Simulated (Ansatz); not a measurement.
Cost and result for the atomization energy of `O=C[SiH3]` (7 atoms, 6 bonds).

Charge 0, multiplicity 1. The geometry is a stationary point of PBE0-D4/def2-TZVP. Program: Ansatz. All runs use 2 threads of an AMD EPYC 7B13 on a shared host. Times are those of one run each, without the atoms' runs, and a repeat can differ threefold. Electronic energies, without spin–orbit coupling; frozen cores. CCSD(T)/CBS adds CCSD(T) − MP2 in def2-TZVPP to the MP2 limit, and its time is that of the two runs behind it. T1 = 0.016. B3LYP takes the VWN-RPA correlation (the form of Gaussian; ORCA's B3LYP/G).

CCSD(T)/CBS is a level of theory with its own doubt, some kJ/mol a heavy atom from the limit and from the frozen cores, so smaller differences don't rank the functionals.

| level | functions | wall time |
| --- | --- | --- |
| LDA (SPW92)/def2-TZVPP | 160 | 0.75 s |
| BLYP-D4/def2-TZVPP | 160 | 1.1 s |
| CCSD(T)/def2-SVP | 66 | 1.1 s |
| PBE0-D4/def2-TZVPP | 160 | 1.5 s |
| BHLYP-D4/def2-TZVPP | 160 | 1.6 s |
| B3LYP-D4/def2-TZVPP (with forces) | 160 | 1.9 s |
| r2SCAN-D4/def2-TZVPP (with forces) | 160 | 2.4 s |
| B2PLYP/def2-TZVPP | 160 | 2.5 s |
| ωB97X-V/def2-TZVPP | 160 | 3.8 s |
| ωB97M-V/def2-TZVPP (with forces) | 160 | 4.9 s |
| MP2/def2-QZVPP | 304 | 8.5 s |
| CCSD(T)/def2-TZVPP | 160 | 14 s |
| CCSD(T)/CBS(def2) | – | 23 s |

Q: What atomization energy does each give, and how far from CCSD(T)/CBS? (An estimate is asked.)

A: Computed: 
```csv
level,atomization (kJ/mol),difference from CCSD(T)/CBS,per bond
LDA (SPW92)/def2-TZVPP,2759.7,336.4,56.1
BLYP-D4/def2-TZVPP,2432.5,9.2,1.5
CCSD(T)/def2-SVP,2285.7,-137.6,-22.9
PBE0-D4/def2-TZVPP,2403.4,-19.9,-3.3
BHLYP-D4/def2-TZVPP,2339.6,-83.7,-14.0
B3LYP-D4/def2-TZVPP (with forces),2424.0,0.7,0.1
r2SCAN-D4/def2-TZVPP (with forces),2422.1,-1.2,-0.2
B2PLYP/def2-TZVPP,2398.4,-24.9,-4.2
ωB97X-V/def2-TZVPP,2433.3,10.0,1.7
ωB97M-V/def2-TZVPP (with forces),2427.2,3.9,0.6
MP2/def2-QZVPP,2425.5,2.2,0.4
CCSD(T)/def2-TZVPP,2357.5,-65.8,-11.0
CCSD(T)/CBS(def2),2423.3,0.0,0.0
```

From BLYP to BHLYP (50 % exact exchange), in def2-TZVPP and without D4, the atomization energy moves by −82.7 kJ/mol: exact exchange takes away binding that semilocal exchange gives to molecules. At CCSD(T), def2-SVP lies −137.6 kJ/mol from the extrapolated value and def2-TZVPP −65.8 kJ/mol: correlation converges slowly with the basis, and small sets miss more of it in the bonded molecule than in its fragments. The D4 term adds +15.8 kJ/mol with B3LYP and +8.1 kJ/mol with PBE0; it sums over pairs of atoms, weighted by their polarisabilities, and B3LYP, whose exchange is more repulsive, gets the larger term.
